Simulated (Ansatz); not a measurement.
Energy needed to pull apart SiNH4F (SMILES N[SiH2]F), singlet, into free ground-state atoms, from the structure below (displaced at random from a GFN2-xTB minimum); no zero-point or spin–orbit terms; open-shell atoms are treated unrestricted, in their ground-state multiplicity.

```
7
angstrom
N -0.7405 0.3610 -0.6761
Si 0.5631 -0.1001 0.3349
F 0.4844 -1.5965 0.9107
H -0.7742 0.0530 -1.6993
H -1.8356 0.5664 -0.2015
H 0.4263 0.7105 1.7279
H 1.8365 -0.1088 -0.4681
```

Computed with Ansatz 0.2.0 (basis: def2-TZVPP); correlated methods freeze the cores. B3LYP uses VWN-RPA correlation.

| method | atomization energy (eV) |
| --- | --- |
| PBE-D4 | 24.48 |
| r2SCAN-D4 | 24.13 |
| PBE0-D4 | 23.89 |
| B3LYP-D4 | 24.30 |
| HSE06-D4 | ? |
| wB97M-V | ? |
| HF | 17.05 |
| MP2 | 23.87 |
| CCSD | 23.24 |
| CCSD(T) | 23.57 |

Task: What does HSE06-D4 give? (To be estimated.)

Result: Computed: 23.91 eV, which is about 0.34 eV more than CCSD(T)/def2-TZVPP.

Task: What does wB97M-V give? (Judge from chemistry; the value comes from the calculation.)

Result: Computed: 24.34 eV, which is about 0.77 eV more than CCSD(T)/def2-TZVPP.

In triple zeta the MP2 and coupled-cluster atomization energies are still short of their basis limit by a few kcal/mol a bond, whereas those of the functionals are nearly converged, so these differences are not deviations from converged CCSD(T).

No T1 diagnostic of these runs exceeds 0.012.

For scale, one of the runs: CCSD(T)/def2-TZVPP forces, 160 basis functions (an equivalent command: `ansatz run in.yaml --threads 4`). Time: 71 s of wall clock on 4 CPU threads; the host was shared. Peak host memory: 2.2 GiB.
